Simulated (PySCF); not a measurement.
Gas-phase reaction: 2 Al(CH₃)₂F = Al(CH₃)F₂ + Al(CH₃)₃

Computed with PySCF and rigid-rotor harmonic-oscillator thermochemistry at 1 bar. † marks an energy on the PBE0/def2-TZVP geometry and frequencies; other levels use their own. All species are closed-shell singlets. B3LYP is the form with VWN-RPA correlation. Methyl groups turn as free rotors in Al(CH₃)₂F, Al(CH₃)F₂, Al(CH₃)₃. Al(CH₃)₂F, Al(CH₃)F₂: computed as isolated molecules; such fragments, hydroxides, amides, oligomers or adducts are transient or little studied in the gas. The harmonic model lacks anharmonicity and excited electronic states, which grow with temperature; levels with a mode under 35 cm⁻¹ are left out.

| level | ΔE electronic, kJ | ΔH°(298 K), kJ | ΔS°(298 K), J/K | ΔG°(1600 K), kJ |
|---|---|---|---|---|
| B3LYP/def2-TZVP† | 16 | 15 | -9 | 29 |
| PBE/def2-SVP | 22 | 22 | -8 | 34 |
| PBE/def2-TZVP† | 15 | 15 | -9 | 29 |
| r2SCAN/def2-TZVP† | 14 | 14 | -9 | 27 |
| ωB97M-V/def2-TZVP† | 14 | 14 | -9 | 28 |
ΔH° is lowest at r2SCAN/def2-TZVP† and highest at PBE/def2-SVP. No reference value is set beside these.
